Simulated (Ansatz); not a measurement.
System: α-phase S. Method: PBEsol (Ansatz, a quantum-chemistry and plane-wave program, plane waves, PAW).

Settings: plane-wave cutoff 520 eV, 6×6×6 k mesh, Fermi–Dirac smearing 0.01 eV, scalar-relativistic PAW data made under PBE.

Cell (relaxed at this level):

```
CELL_PARAMETERS angstrom
      0.00000     6.48055    12.14432
      5.30913     0.00000    12.14432
      5.30913     6.48055     0.00000
ATOMIC_POSITIONS crystal
  S  0.67054 0.47830 0.48519
  S  0.47830 0.67054 0.36598
  S  0.36598 0.48519 0.47830
  S  0.48519 0.36598 0.67054
  S  0.57946 0.77170 0.76481
  S  0.77170 0.57946 0.88402
  S  0.88402 0.76481 0.77170
  S  0.76481 0.88402 0.57946
  S  0.89972 0.35571 0.31495
  S  0.35571 0.89972 0.42962
  S  0.42962 0.31495 0.35571
  S  0.31495 0.42962 0.89972
  S  0.35028 0.89429 0.93505
  S  0.89429 0.35028 0.82038
  S  0.82038 0.93505 0.89429
  S  0.93505 0.82038 0.35028
  S  0.94857 0.45519 0.36205
  S  0.45519 0.94857 0.23419
  S  0.23419 0.36205 0.45519
  S  0.36205 0.23419 0.94857
  S  0.30143 0.79481 0.88795
  S  0.79481 0.30143 0.01581
  S  0.01581 0.88795 0.79481
  S  0.88795 0.01581 0.30143
  S  0.87708 0.63446 0.18878
  S  0.63446 0.87708 0.29968
  S  0.29968 0.18878 0.63446
  S  0.18878 0.29968 0.87708
  S  0.37292 0.61554 0.06122
  S  0.61554 0.37292 0.95032
  S  0.95032 0.06122 0.61554
  S  0.06122 0.95032 0.37292
```

Problem. Predict the band gap and smallest direct gap on the k points sampled.

Solution. 
- band gap: 1.99 eV (indirect)
- smallest direct gap on the k points sampled: 2.10 eV

The computed numbers hold no vibrational or temperature effects.
